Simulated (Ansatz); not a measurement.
`CC1(O)C=N1` → `CCOC#N`  (isomerisation)

Gas-phase electronic energies from Ansatz, PBE0-D4/def2-TZVP geometries. CCSD(T)/CBS adds triple-zeta CCSD(T) − MP2 to the extrapolated MP2 energy (def2 sets, frozen cores). Functionals use def2-TZVPP. HSE06 is defined as in plane-wave codes. One conformer a species, not always the lowest.

```csv
level,ΔE (kcal/mol),difference from CCSD(T)/CBS
PBE-D4,-18.5,1.8
r2SCAN-D4,-20.1,0.2
PBE0-D4,-18.2,2.1
ωB97X-V,-19.6,0.7
ωB97M-V,-20.1,0.2
PBE-QIDH,-19.7,0.6
revPBE,-20.0,0.3
BLYP,-25.0,-4.7
PBE0,-18.4,1.9
HSE06,-18.4,1.9
CAM-B3LYP,-22.7,-2.4
RPA@PBE/def2-TZVPP,-22.7,-2.4
HF/def2-SVP,-29.2,-8.9
MP2/def2-SVP,-22.8,-2.5
CCSD(T)/def2-SVP,-23.1,-2.8
CCSD/CBS(def2),-21.0,-0.7
CCSD(T)/CBS,-20.3,0
```

Largest T1 diagnostic among the species: 0.013.

At CCSD(T), def2-SVP lies −2.8 kcal/mol from the extrapolated value and def2-TZVPP −1.9 kcal/mol. In def2-TZVPP, CCSD(T) changes the Hartree–Fock value by +7.1 kcal/mol (the triples alone add +0.7 kcal/mol) and MP2 by +7.7 kcal/mol. Leaving LDA and LC-ωPBE aside and taking each functional with its dispersion term where it has one, the values, not all of them listed here, spread over 6.1 kcal/mol, from BLYP-D4 to PBE0-D4. LDA lies +4.3 kcal/mol from PBE without D4.
